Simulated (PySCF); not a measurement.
Start geometry of `[H]/N=C/CO` from GFN2-xTB (Å):
```
atom  x, y, z in Å
N1     1.340    0.553    0.083
C2     0.573   -0.437    0.170
C3    -0.886   -0.237   -0.085
O4    -1.201    1.085   -0.405
H5     2.325    0.382    0.262
H6     0.864   -1.464    0.421
H7    -1.193   -0.903   -0.906
H8    -1.445   -0.547    0.812
H9    -0.362    1.573   -0.378
```

Q: What comes out of this run: PBE0-D3(BJ)/def2-SVP geometry optimisation, gas phase (PySCF 2.14.0)?

A: 
```
atom  x, y, z in Å
N1     1.5667    0.1222   -0.0305
C2     0.7702   -0.8589    0.0514
C3    -0.6850   -0.6018   -0.1971
O4    -0.9267    0.7261   -0.4856
H5     2.5373   -0.1369    0.1518
H6     1.0688   -1.8955    0.2933
H7    -1.0116   -1.2731   -1.0204
H8    -1.2478   -0.9428    0.6983
H9    -0.0481    1.1477   -0.4509
```

The energy falls by 0.83 kcal/mol over 5 energy and gradient evaluations, the largest force component goes from 0.0199 to 2.4e-04 Eh/bohr, and the atoms move by 0.029 Å rms after alignment. The bond that changes most is C3–O4 (carbinol carbon (C–OH) to alcohol oxygen), which shortens by 0.016 Å. Bonds longer at the end by more than 0.005 Å: 5 of 8; shorter: 1. Among the angles that change most is C2–N1–H5, from 116.7° to 112.9°. Rotational constants go from 17957, 6562, 4955 to 17830, 6686, 5014 MHz. The orientation of the end geometry is arbitrary; only internal coordinates are fixed.

The run used 81 basis functions and 35 SCF cycles in all. The run took 9.7 s on an x86-64 server with one thread, no GPU, on a shared host.

Not checked by PBE0-D3(BJ)/def2-SVP frequencies. One conformer, not necessarily the lowest.
